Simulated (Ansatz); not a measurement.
A made-up structure of Si2H5O (charge +1), closed shell:

Si1  (-0.900, 1.006, -1.170)
O2  (-0.122, 0.133, -0.166)
Si3  (0.745, -0.832, 0.972)
H4  (-2.272, 0.618, -1.528)
H5  (0.239, 0.971, 0.163)
H6  (1.422, -1.835, 0.130)
H7  (-0.292, -1.390, 1.857)
H8  (1.661, 0.109, 1.640)
(Å)

It is relaxed with PBE-D4/def2-SVP and then PBE0-D4/def2-TZVP (Ansatz 0.2.0). Atoms count as bonded within 1.22 times the sum of their covalent radii (H–H: 0.88 Å). The end point is not checked to be a true minimum.

**Question.** Does its bonding change? (Judge from chemistry; the calculation decides.)

**Answer.** By the calculation: No: no bond forms or breaks.

Where it ends: The first stage lowers the energy by 2.90 eV in 14 steps. It ends as Si₂H₅O ([SiH][OH][SiH3]), total charge +1:
Si1  (-1.191, 0.993, -1.212)
O2  (0.132, 0.728, -0.006)
Si3  (0.546, -0.792, 0.867)
H4  (-1.565, -0.469, -1.024)
H5  (0.686, 1.497, 0.196)
H6  (0.869, -1.727, -0.221)
H7  (-0.685, -1.097, 1.611)
H8  (1.689, -0.355, 1.686)
(Å)

Labels in which every atom is bracketed show which atoms are joined, not bond orders.

For scale, one of the runs: PBE0-D4/def2-TZVP relaxation, 135 basis functions, launched by `ansatz run in.yaml --threads 2 --pin off --events-out ev --progress --plain --max-ram 4352MiB`. Hardware: 2 CPU threads of an Arm Neoverse V1, shared host. Wall time about 19 s.
